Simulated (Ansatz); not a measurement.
What does this script print? It uses the Ansatz DFT code, driven from Python.

Input file `c4h9o.xyz`:
```text
14

C    -1.69040    1.18540    0.61310
C    -1.35130   -0.29050    0.44460
C    -0.03550   -0.47280   -0.30930
O     1.02070    0.09520    0.43720
C     2.23050   -0.06650   -0.26820
H    -1.84540    1.66410   -0.37730
H    -2.61450    1.29520    1.21880
H    -2.17040   -0.79230   -0.11460
H    -1.27090   -0.76320    1.44710
H    -0.12470    0.01010   -1.31020
H     0.12980   -1.56580   -0.44880
H     2.20180    0.46680   -1.24450
H     3.05130    0.37720    0.33170
H     2.46890   -1.14290   -0.41960
```

`disp.py`
```python
# -*- coding: utf-8 -*-
"""Size of D3 and D4 in C4H9O."""

import ansatz as az

BASIS_SET = "def2-SVP"

geometry = az.Crystal.molecule_from_extxyz("c4h9o.xyz")

setup = (
    geometry.calculation()
    .basis(gaussian=BASIS_SET)
    .spin("collinear", total=1)
)
for name in ["revpbe", "b3lyp"]:
    for correction in ("d3bj", "d4"):
        r = setup.functional(name, dispersion=correction).run(threads=1).report
        print(f"{name:8s} {correction:5s} total {r['free_energy_ev']:.5f} eV, of which dispersion {1000 * r['dispersion']['energy']['ev']:.2f} meV")
```

Running `python disp.py` prints:
```text
revpbe   d3bj  total -6333.40310 eV, of which dispersion -639.27 meV
revpbe   d4    total -6333.58296 eV, of which dispersion -819.12 meV
b3lyp    d3bj  total -6335.25076 eV, of which dispersion -403.18 meV
b3lyp    d4    total -6335.20736 eV, of which dispersion -359.79 meV
```

Total energies depend on the basis set; only differences at equal settings carry meaning. The geometry is a force-field or estimated start, not a minimum of this method, and the basis set is short of its limit. D4 holds the three-body term, and d3bj doesn't. The species is open-shell (spin multiplicity 2). b3lyp holds the VWN-RPA fit, as in Gaussian; the form of ORCA and Turbomole is b3lyp5. Run time: 30 s on 1 thread of Arm Neoverse V1, on a shared host, peak memory 0.36 GiB.

(A comment or docstring line of the script was reworded after the run, the code is as it ran; lines on the test bed's own set-up are left out of the output.)
